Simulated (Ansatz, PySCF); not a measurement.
Reaction: F2 (SMILES FF) → 2 F (doublet) (the F-F bond breaks)
Each species at its own B3LYP-D3(BJ)/def2-TZVP minimum (Ansatz, an electronic-structure program).

Wanted: bond dissociation energy (enthalpy at 298 K, ideal-gas terms from PySCF's Hessians at B3LYP-D3(BJ)/def2-TZVP), in kJ/mol. Radicals and triplets start from unrestricted determinants; spin-orbit coupling is neglected. CBS(X,Y): correlation extrapolated as X^-3, Hartree-Fock from the larger set (Q,5: extrapolated as (X+1)exp(-9√X)). A bracket is a step between two methods taken in the basis named. Functionals run without relativity, which enters their misses. Double hybrids freeze cores in their MP2 part. 'core' is core correlation in cc-pwCVTZ, 'X2C' scalar relativity in cc-pVTZ-DK, both at CCSD(T). The restricted determinant of F2 (FF, singlet) is unstable towards broken spin symmetry in at least one set run.

From measured enthalpies of formation at 298 K: 37.9 kcal/mol (Active Thermochemical Tables 1.112 (ions: stationary electron), as tabulated in the package chemicals). The calculations leave out spin-orbit terms.

Question: How far off this value is PBE/def2-TZVPD (Ansatz), in which direction, and how far these levels: r2SCAN/def2-TZVPD, B3LYP/def2-TZVPD, PBE0/def2-TZVPD, B2PLYP/def2-TZVPD, CCSD(T)/CBS(cc-pVQZ,cc-pV5Z) + core + X2C?

Answer: PBE gives 216.7 kJ/mol, 58.0 kJ/mol above it. Errors of the others: r2SCAN/def2-TZVPD (Ansatz) 0.4; B3LYP/def2-TZVPD (Ansatz) -7.6; PBE0/def2-TZVPD (Ansatz) -16.3; B2PLYP/def2-TZVPD (Ansatz) -13.2; CCSD(T)/CBS(cc-pVQZ,cc-pV5Z) + core + X2C (Ansatz) -0.8; CCSD(T)/CBS(cc-pVQZ,cc-pV5Z) + [CCSDT(Q) - CCSD(T)]/cc-pVQZ + [CCSDTQ - CCSDT(Q)]/cc-pVDZ + core + X2C (Ansatz) 1.5 kJ/mol.
